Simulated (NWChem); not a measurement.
**USVWN5/def2-TZVP run of MgSH (SMILES [Mg][SH])**

Aim: the vertical ionisation energy of MgSH at USVWN5/def2-TZVP, from 2 runs. 

The calculation is run with NWChem 7.3.0.

## (1) Starting point

MgSH has 3 atoms, charge 0, and is taken as a doublet. As SMILES, `[Mg][SH]`. Geometry: relaxed at PBE0-D4/def2-TZVP.

Bond lengths: Mg1–S2 2.325 Å, S2–H3 1.346 Å. Angles: Mg1–S2–H3 91.4°.

## (2) A single-point energy at USVWN5/def2-TZVP

geom.nw

```
start geom
title "HMgS SVWN5"
memory 2200 mb
geometry noautosym nocenter noautoz
  Mg     1.366100    -0.566400     0.678300
  S     -0.680600    -0.418400    -0.415200
  H     -0.696400     0.920100    -0.276400
end
basis spherical bse
  Mg library def2-TZVP
  S library def2-TZVP
  H library def2-TZVP
end
dft
  xc slater vwn_5
  mult 2
  grid lebedev 99 14
  convergence energy 1e-08
  iterations 100
  mulliken
  print low
end
task dft
```

On the command line:

```sh
$ nwchem geom.nw > geom.out
```

The program printed:

```text
[...]
 d= 0,ls=0.0,diis     1   -596.5314918179 -6.49D+02  8.56D-03  2.95D-01     0.7
[...]
 d= 0,ls=0.0,diis    10   -596.5777783615 -2.99D-09  3.33D-07  5.95D-10     4.8
[...]
         Total DFT energy =     -596.577778361534
      One electron energy =     -934.558711153927
           Coulomb energy =      325.829495216345
    Exchange-Corr. energy =      -40.174053541617
 Nuclear repulsion energy =       52.325491117665
[...]
      Total Density - Mulliken Population Analysis
     ---------------------------------------------
    Atom       Charge   Shell Charges
 -----------   ------   -------------------------------------------------------
    1 Mg  12    11.68   2.00  0.68  1.30  0.90  0.27  5.09  0.87  0.26  0.20  0.00  0.04  0.05
    2 S   16    16.49   2.01  0.46  1.49  1.12  0.77  4.18  1.66  0.98  2.31  1.44  0.02  0.03  0.00
    3 H    1     0.84   0.23  0.46  0.13  0.02
[...]
      <S2> =      0.7507 (Exact =     0.7500)
[...]
```

Run time: 5.4 s. Hardware: 1 thread of AMD EPYC 7R13 (Zen 3), shared host; peak memory 0.11 GiB.

## (3) The singlet cation

hmgs.nw

```
start hmgs
title "HMgS energy"
memory stack 880 mb heap 220 mb global 1100 mb
charge 1

geometry noautosym nocenter noautoz
   Mg    1.366100   -0.566400    0.678300
   S    -0.680600   -0.418400   -0.415200
   H    -0.696400    0.920100   -0.276400
end

basis "ao basis" spherical bse
   * library def2-TZVP
end

dft
   xc slater vwn_5
   grid lebedev 99 14
   convergence energy 1e-08
   maxiter 100
   mulliken
   print low
end

task dft energy
```

On the command line:

```sh
$ nwchem hmgs.nw > hmgs.out
```

The program printed:

```text
[...]
 d= 0,ls=0.0,diis     1   -596.0314028537 -6.48D+02  4.28D-02  6.02D+00     0.7
[...]
 d= 0,ls=0.5,diis    31   -596.3059641534 -9.67D-09  1.10D-06  5.30D-08    12.2
         Total DFT energy =     -596.305964159942
      One electron energy =     -927.576713043131
           Coulomb energy =      318.889919138844
    Exchange-Corr. energy =      -39.944661373320
 Nuclear repulsion energy =       52.325491117665
[...]
      Total Density - Mulliken Population Analysis
     ---------------------------------------------
    Atom       Charge   Shell Charges
 -----------   ------   -------------------------------------------------------
    1 Mg  12    11.00   2.00  0.68  1.30  0.71 -0.01  5.10  0.87  0.18  0.08  0.00  0.04  0.04
    2 S   16    16.22   2.01  0.46  1.49  1.15  0.76  4.18  1.66  0.95  2.31  1.17  0.02  0.04  0.00
    3 H    1     0.78   0.22  0.45  0.08  0.02
[...]
```

Run time: 13 s. Hardware: 1 thread of AMD EPYC 7R13 (Zen 3), shared host; peak memory 0.11 GiB.

## (4) Outcome

At USVWN5/def2-TZVP:

```
                                          quantity          value
                        doublet MgSH: total energy  -596.57778 Eh
                                doublet MgSH: ⟨S²⟩          0.751
                      singlet cation: total energy  -596.30596 Eh
vertical ionisation energy (to the singlet cation)       7.396 eV
```

In words: The vertical ionisation energy comes to 7.40 eV (714 kJ/mol). Only the singlet of the ionised species was computed; a triplet could lie lower.
